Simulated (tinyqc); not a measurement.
Pariser-Parr-Pople SCF with singles CI, for the molecule C1=CN=C1 (SMILES; centres numbered as the heavy atoms are written), step by step. One step of it, computed by the program tinyqc.

Problem. PPP integrals. Ohno: gamma = 14.399645/sqrt(R^2 + a^2), a = 2 x 14.399645/(gamma_rr + gamma_ss); H_rr = -W_r - sum_(s != r) z_s gamma_rs; H_rs = beta for bonds.

Centres (angstrom, eV; a flat drawing with bonds scaled to 1.40 angstrom):
```
centre          x          y  core charge z          W   gamma_rr
1C       0.990000   0.000000              1  11.160000  11.130000
2C       0.000000   0.990000              1  11.160000  11.130000
3N      -0.990000   0.000000              1  14.100000  12.300000
4C       0.000000  -0.990000              1  11.160000  11.130000
```

Resonance integrals (eV):
```
i  j       beta
1  2  -2.390000
2  3  -2.510000
3  4  -2.510000
4  1  -2.390000
```

Give: repulsion gamma_rs; core matrix H.

Solution.

repulsion gamma_rs (eV), lower triangle:
```
        1C      2C      3N      4C
1C  11.130
2C   7.554  11.130
3N   6.179   7.729  12.300
4C   7.554   6.088   7.729  11.130
```

core matrix H (eV), lower triangle:
```
         1C       2C       3N       4C
1C  -32.446
2C   -2.390  -32.531
3N    0.000   -2.510  -35.737
4C   -2.390    0.000   -2.510  -32.531
```
